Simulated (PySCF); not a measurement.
**SiN⁻ at RHF-SCS-MP2**

Computed with RHF-SCS-MP2; Si aug-cc-pVDZ-DK, N aug-cc-pVDZ-DK; spin-free X2C with a Gaussian nucleus (PySCF 2.14).

For SiN⁻, the state is ¹Σ⁺ (singlet), closed shell and the bond length is 1.653 Å. The harmonic wavenumber is 970 cm⁻¹ and the force constant is 5.17 mdyn/Å. The rotational constant Be is 0.6609 cm⁻¹. The anharmonicity ωexe is 7.77 cm⁻¹ and the vibration–rotation constant αe is 0.00631 cm⁻¹.

Correlated steps freeze 6 core orbitals.
